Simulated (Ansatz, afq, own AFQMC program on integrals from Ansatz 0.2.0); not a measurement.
BPH$_{3}$, doublet in cc-pVDZ along one coordinate

```xyz
5

B     0.0288    0.0502    1.3153
P    -0.0263   -0.0626   -0.5578
H    -0.3421    1.0499    1.8592
H     0.3292   -0.8995    1.9766
H     0.5114    1.2339   -0.8022
```

One side is turned about B1–P2. Energies in eV count from this geometry (0.000 °) at the same level; the start stands on UHF, each point on the determinant named.

Basis cc-pVDZ. Noble-gas cores (and the filled d shells of Ga–Kr and In–Xe) are frozen. Integrals, coupled cluster, full CI and functionals: Ansatz 0.2.0; the random walks run on the same integrals in our own AFQMC program. The CISD trial takes its coefficients from CCSD amplitudes. Released means that phaseless walkers are propagated on without the constraint, phases kept. Error bars are statistical, one sigma.

```tsv
twist about B1–P2 / °	det.	T1	weight	⟨S²⟩	MP2	B3LYP	CCSD(T)
27.500	UHF	0.019	0.88	0.76	0.050	0.058	0.057
59.700	UHF	0.018	0.88	0.76	0.072	0.087	0.082
150.000	UHF	0.017	0.88	0.76	0.052	0.079	0.057
```

Question: Estimate the curve of CCSDT(Q), counted from the same start.

Answer: 
```csv
twist about B1–P2 / °,det.,T1,weight,⟨S²⟩,CCSDT(Q),ph-AFQMC/CISD,released AFQMC
27.500,UHF,0.019,0.88,0.76,0.057,0.099 ± 0.014,0.049 ± 0.021
59.700,UHF,0.018,0.88,0.76,0.083,0.097 ± 0.019,0.069 ± 0.020
150.000,UHF,0.017,0.88,0.76,0.060,0.079 ± 0.014,0.064 ± 0.020
```

Weight is that of the determinant in the CISD state; at the start T1 is 0.020 and the weight 0.88, and ⟨S²⟩ is 0.76. Symmetry can't show for every point that it stays on the start's state. Largest departures from CCSDT(Q), at the points where its series has closed: CCSD(T) -0.003 eV at 150.000 (on UHF), ph-AFQMC/CISD 0.041 eV at 27.500 (on UHF), released AFQMC -0.014 eV at 59.700 (on UHF) (within the noise), MP2 -0.011 eV at 59.700 (on UHF). The functionals aren't scored here. In this small basis the wave-function levels are far from their limit, so their gap to the functionals isn't the functionals' error.

Released energies are given only where the last usable release times agree within the noise; a slower fall can still hide under it.
